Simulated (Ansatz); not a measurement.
## Relaxing Al

Computed with DFT r2SCAN, scalar-relativistic, plane waves, PAW (Ansatz 0.2.0). Cutoff 500 eV, Γ-centred k mesh, Gaussian smearing, no spin polarisation in the final step.

A relaxed cell is given with its space group left out.

```
CELL_PARAMETERS angstrom
-1.59462 1.59462 1.59462
1.59462 -1.59462 1.59462
1.59462 1.59462 -1.59462
ATOMIC_POSITIONS crystal
Al 0.00000 0.00000 0.00000
```

Energies count from the standard state of Al at the same level.

Task: What space group does it have?

Result: Im-3m (No. 229). Conventional cell: a = 3.189 Å. Al is coordinated by 8 Al at 2.76 Å and 6 Al at 3.19 Å.

Task: How far above the standard state of Al does it lie?

Result: 0.11 eV/atom.

Task: Is it a metal?

Result: Yes, bands cross the Fermi level on the 24×24×24 mesh.

The final run used a 24×24×24 mesh on its 1-atom cell and 0.10 eV smearing. For metals, differences of a few meV/atom aren't resolved.

This bcc form isn't the element's structure at ambient conditions.